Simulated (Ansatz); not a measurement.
# ClH2OSi+ (SMILES O[SiH+]Cl): functionals against CCSD(T) at one geometry

Aim: energy, forces and dipole at a structure displaced at random from a GFN2-xTB minimum, from CCSD(T) and from density functionals.

Computed with Ansatz 0.2.0, Gaussian basis. Level: single points in def2-TZVPP.

Correlated methods freeze the cores. B3LYP uses VWN-RPA correlation.

**1. Starting geometry**

SMILES `O[SiH+]Cl`, 5 atoms, charge 1, spin multiplicity 1.

Atoms are counted from 1 here; the program's logs count them from 0.

Bond lengths: O1–Si2 1.400 Å, O1–H4 1.162 Å, Si2–Cl3 1.893 Å, Si2–H5 1.349 Å. Angles: Si2–O1–H4 143.5°, O1–Si2–Cl3 129.7°, O1–Si2–H5 101.4°, Cl3–Si2–H5 128.9°.

Geometry (Å):

```xyz
5
ClH2OSi
O    -0.6912   -0.2487   -0.5648
Si    0.2707    0.3836    0.2316
Cl    1.6720   -0.3678    1.2589
H    -1.0960   -1.2869   -0.8928
H    -0.0480    1.6827    0.0557
```

**2. CCSD(T)/def2-TZVPP**

Contents of run/in.yaml:

```yaml
crystal:
  periodic: [false, false, false]
  atoms:
    - {symbol: O, position_ang: [-0.691200, -0.248700, -0.564800]}
    - {symbol: Si, position_ang: [0.270700, 0.383600, 0.231600]}
    - {symbol: Cl, position_ang: [1.672000, -0.367800, 1.258900]}
    - {symbol: H, position_ang: [-1.096000, -1.286900, -0.892800]}
    - {symbol: H, position_ang: [-0.048000, 1.682700, 0.055700]}
basis:
  gaussian: {orbitals: def2-TZVPP}
total_charge: 1
correlation: {method: ccsd_t}
output: {forces: true}
```

No record of the launch command was kept for these runs.

**3. PBE0-D4/def2-TZVPP**

Edit run/in.yaml of step 2 so:

```diff
@@ -11,3 +11,3 @@
 total_charge: 1
-correlation: {method: ccsd_t}
-output: {forces: true}
+hamiltonian: {xc: pbe0, dispersion: d4}
+output: {forces: true, orbitals: {seedname: orbitals}}
```

**4. wB97M-V/def2-TZVPP**

Edit run/in.yaml of step 3 so:

```diff
@@ -11,3 +11,3 @@
 total_charge: 1
-hamiltonian: {xc: pbe0, dispersion: d4}
-output: {forces: true, orbitals: {seedname: orbitals}}
+hamiltonian: {xc: {name: wB97M-V}}
+output: {forces: true}
```

**5. r2SCAN-D4/def2-TZVPP**

Edit run/in.yaml of step 4 so:

```diff
@@ -11,3 +11,3 @@
 total_charge: 1
-hamiltonian: {xc: {name: wB97M-V}}
+hamiltonian: {xc: r2scan, dispersion: d4}
 output: {forces: true}
```

**6. PBE-D4/def2-TZVPP**

Edit run/in.yaml of step 5 so:

```diff
@@ -11,3 +11,3 @@
 total_charge: 1
-hamiltonian: {xc: r2scan, dispersion: d4}
+hamiltonian: {xc: pbe, dispersion: d4}
 output: {forces: true}
```

**7. B3LYP-D4/def2-TZVPP**

Edit run/in.yaml of step 6 so:

```diff
@@ -11,3 +11,3 @@
 total_charge: 1
-hamiltonian: {xc: pbe, dispersion: d4}
+hamiltonian: {xc: {name: B3LYP}, dispersion: d4}
 output: {forces: true}
```

**8. LC-wPBE/def2-TZVPP**

Edit run/in.yaml of step 7 so:

```diff
@@ -11,3 +11,3 @@
 total_charge: 1
-hamiltonian: {xc: {name: B3LYP}, dispersion: d4}
+hamiltonian: {xc: {name: LC-wPBE}}
 output: {forces: true}
```

(Steps that only read results are left out.)

Before running it: what results should come out? Wanted: energy less free atoms, CCSD(T)/def2-TZVPP; RMS force component; RMS force error; HOMO and LUMO, PBE0-D4; T1 diagnostic.

As calculated:

| quantity | value |
| --- | --- |
| energy less free atoms, CCSD(T)/def2-TZVPP | -674.3 kJ/mol |
| RMS force component | 5.223 to 5.361 eV/Å over the methods |
| RMS force error | PBE0-D4 0.169, wB97M-V 0.110, r2SCAN-D4 0.151, PBE-D4 0.218, B3LYP-D4 0.137, LC-wPBE 0.198 eV/Å |
| HOMO and LUMO, PBE0-D4 | -16.21 and -7.36 eV |
| T1 diagnostic | 0.012 |

What this shows: Against CCSD(T) the functionals' energies less atoms differ by -69.1 to -22.2 kJ/mol, PBE-D4 by -66.4 kJ/mol. CCSD(T) in triple zeta still lacks some correlation energy of the bonds, so part of these gaps is its own basis error and they don't rank the functionals. On forces the order runs from wB97M-V to PBE-D4. Frozen-core CCSD(T) forces in triple zeta carry basis errors of their own, and this is one geometry, so small gaps rank nothing.
